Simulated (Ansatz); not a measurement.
Other spins and charges of HOP, triplet at one geometry

Geometry (PBE0/def2-TZVP stationary point for this spin, not checked as a minimum):

| atom | x (Å) | y (Å) | z (Å) |
| --- | --- | --- | --- |
| O | 0.0000 | -0.1018 | 1.0417 |
| P | 0.0000 | 0.0286 | -0.5874 |
| H | 0.0000 | 0.7367 | 1.5146 |

Basis cc-pVTZ; Ansatz 0.2.0. Correlated methods freeze the noble-gas cores. R marks a restricted (for open shells ROHF) determinant, U an unrestricted one. Active spaces: valence = (12e, 9o) chosen from the atoms' valence shells.

Gaps are energies of the second state less the first, at fixed atoms, for a selection of the levels run; each method lands on the state that its own search finds for that charge and spin.

HF rows are the lowest solutions found. Coupled cluster chose its determinant by trial CCSD, here up to 0.09 eV above the lowest Hartree–Fock solution of its kind, and MP2 stands on that determinant too.

Removing an electron, to the quartet: 12.607 eV at UCCSDT(Q).

```csv
level,gap (eV),error (meV)
UMP2,12.574,-33
UCCSD,12.604,-3
RCCSD(T),12.617,10
CASSCF (valence space),11.284,-1323
NEVPT2 (valence space),12.349,-258
PBE,12.568,-39
r2SCAN,12.506,-101
PBE0,12.633,26
B3LYP,12.779,172
RPA-PBE,12.716,109
```

Removing an electron, to the doublet: 8.511 eV at UCCSDT(Q).

| level | gap (eV) | error (meV) |
| --- | --- | --- |
| RHF | 8.401 | -110 |
| UHF | 8.431 | -80 |
| RMP2 | 8.529 | 18 |
| UMP2 | 8.502 | -9 |
| RCCSD | 8.583 | 72 |
| UCCSD | 8.583 | 72 |
| RCCSD(T) | 8.524 | 13 |
| UCCSD(T) | 8.524 | 13 |
| BCCD(T) | 8.525 | 14 |
| RCCSDT | 8.523 | 12 |
| UCCSDT | 8.523 | 12 |
| RCCSDT(Q) | 8.517 | 6 |
| CASSCF (valence space) | 6.993 | -1518 |
| NEVPT2 (valence space) | 8.490 | -21 |
| MRCISD (valence space) | 8.269 | -242 |
| MRCISD+Q (valence space) | 8.471 | -40 |
| PBE | 8.519 | 8 |
| revPBE | 8.485 | -26 |
| r2SCAN | 8.738 | 227 |
| PBE0 | 8.719 | 208 |
| B3LYP | 8.630 | 119 |
| wB97M-V | 8.449 | -62 |
| B2PLYP | 8.509 | -2 |
| RPA-PBE | 8.606 | 95 |

Task: PBE gives 7.000 eV for quintet less triplet. Estimate what UCCSDT(Q) gives in cc-pVTZ.

Result: UCCSDT(Q) in cc-pVTZ gives 7.235 eV, so against it PBE is off by -0.235 eV.

```json
{"level": "RMP2", "gap (eV)": "7.197", "error (meV)": "-38"}
{"level": "UMP2", "gap (eV)": "7.202", "error (meV)": "-33"}
{"level": "RCCSD", "gap (eV)": "7.267", "error (meV)": "32"}
{"level": "UCCSD", "gap (eV)": "7.258", "error (meV)": "23"}
{"level": "RCCSD(T)", "gap (eV)": "7.250", "error (meV)": "15"}
{"level": "UCCSD(T)", "gap (eV)": "7.250", "error (meV)": "15"}
{"level": "UCCSDT", "gap (eV)": "7.242", "error (meV)": "7"}
{"level": "CASSCF (valence space)", "gap (eV)": "7.286", "error (meV)": "51"}
{"level": "MRCISD (valence space)", "gap (eV)": "7.317", "error (meV)": "82"}
```

Full CI isn't at hand for all of this; UCCSDT(Q) serves as the reference, and is uncertain by about the last step of the cluster series. The frozen core follows each run's orbitals, which can shift R against U totals by a few meV.
